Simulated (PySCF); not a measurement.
Gas-phase reaction: 4 CH3Cl + 2 C4H6 (butadiene) ⇌ 2 Cl2 + 3 C4H8 (isobutene)

Method: PySCF energies plus ideal-gas RRHO corrections (1 bar). The comparison is the NASA 1993 polynomial table, which mixes measured and estimated data. † marks an energy on the PBE0/def2-TZVP geometry and frequencies; other levels use their own. 6-31G* has spherical d functions here. All species are closed-shell singlets. B3LYP is the form with VWN-RPA correlation. The harmonic model lacks anharmonicity and excited electronic states, which grow with temperature; levels with a mode under 35 cm⁻¹ are left out. Internal rotation in C4H6 (butadiene), C4H8 (isobutene) is treated as a harmonic vibration of one conformer, which makes the entropy rough.

```json
[
 {"level": "table", "ΔH°(298 K), kJ": "56.6", "minus table": "-", "ΔG°(600 K), kJ": "157.6"},
 {"level": "B3LYP/6-31G*", "ΔH°(298 K), kJ": "105.4", "minus table": "48.8", "ΔG°(600 K), kJ": "208.6"},
 {"level": "B3LYP/def2-TZVP†", "ΔH°(298 K), kJ": "82.4", "minus table": "25.8", "ΔG°(600 K), kJ": "185.5"},
 {"level": "HF/6-31G*", "ΔH°(298 K), kJ": "150.4", "minus table": "93.8", "ΔG°(600 K), kJ": "255.7"},
 {"level": "PBE/def2-SVP", "ΔH°(298 K), kJ": "45.7", "minus table": "-10.9", "ΔG°(600 K), kJ": "146.9"},
 {"level": "PBE0/def2-SVP†", "ΔH°(298 K), kJ": "48.3", "minus table": "-8.3", "ΔG°(600 K), kJ": "151.4"},
 {"level": "PBE0/def2-TZVP", "ΔH°(298 K), kJ": "52.8", "minus table": "-3.8", "ΔG°(600 K), kJ": "155.9"},
 {"level": "ωB97X-V/def2-TZVP†", "ΔH°(298 K), kJ": "48.5", "minus table": "-8.1", "ΔG°(600 K), kJ": "151.6"}
]
```
